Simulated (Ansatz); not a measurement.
# C3H2O3: the cost of one run

All numbers are computed with Ansatz 0.2.0, driven from Python. The levels of theory stand in the script.

## (1) The structure

Bond lengths: O1–C2 1.225 Å, C2–O3 1.411 Å, O3–C4 1.430 Å, C4–C5 1.242 Å, C2–O6 1.406 Å, C5–O6 1.385 Å, C4–H7 1.079 Å, C5–H8 1.109 Å. Angles: O1–C2–O3 123.2°, O1–C2–O6 122.0°, O3–C2–O6 114.8°, C2–O3–C4 97.7°, O3–C4–C5 113.9°, O3–C4–H7 112.2°, C5–C4–H7 133.7°, C4–C5–O6 113.4°, C4–C5–H8 131.4°, O6–C5–H8 115.2°, C2–O6–C5 100.1°.

The script holds or builds the structure itself.

## (2) Script

The input, disp_c3h2o3.py:

```python
"""Dispersion corrections for C3H2O3."""

import ansatz as az
from rdkit import Chem
from rdkit.Chem import AllChem

BASIS_SET = "def2-SVP"

# a force-field geometry from the SMILES
rd = Chem.AddHs(Chem.MolFromSmiles("O=c1occo1"))
AllChem.EmbedMolecule(rd, randomSeed=471)
AllChem.UFFOptimizeMolecule(rd)
molecule = az.Crystal.molecule()
for atom, xyz in zip(rd.GetAtoms(), rd.GetConformer().GetPositions()):
    molecule = molecule.atom(atom.GetSymbol(), xyz.round(5).tolist())

calc = molecule.calculation().basis(gaussian=BASIS_SET)
for name in ["revpbe", "blyp"]:
    for correction in ("d3bj", "d4"):
        report = calc.functional(name, dispersion=correction).run(threads=1, backend="cpu").report
        print(f"{name:8s} {correction:5s} total {report['free_energy_ev']:.5f} eV, of which dispersion {1000 * report['dispersion']['energy']['ev']:.2f} meV")
```

## (3) What the engine is handed

The engine receives this input (first run):

```yaml
crystal:
  periodic: [false, false, false]
  atoms:
    - { symbol: O, position_ang: [2.4818, -0.00783, 0.20904] }
    - { symbol: C, position_ang: [1.22683, -0.00387, 0.11445] }
    - { symbol: O, position_ang: [0.50119, 1.08826, 0.09068] }
    - { symbol: C, position_ang: [-0.74592, 0.6925, -0.01465] }
    - { symbol: C, position_ang: [-0.74732, -0.68779, -0.05391] }
    - { symbol: O, position_ang: [0.49898, -1.09141, 0.02868] }
    - { symbol: H, position_ang: [-1.60643, 1.34633, -0.06104] }
    - { symbol: H, position_ang: [-1.60915, -1.33619, -0.13733] }
basis:
  gaussian:
    orbitals: def2-SVP
hamiltonian:
  xc: revpbe
  dispersion: d3bj
```

## (4) Launch

The run is started by

```sh
python disp_c3h2o3.py
```

**Question.** How long does this script take on 1 thread of Intel Xeon Platinum 8259CL at 2.50GHz (Skylake/Cascade Lake), shared host, and how much memory does it need?

About 8.9 s, with a peak of 0.25 GiB.
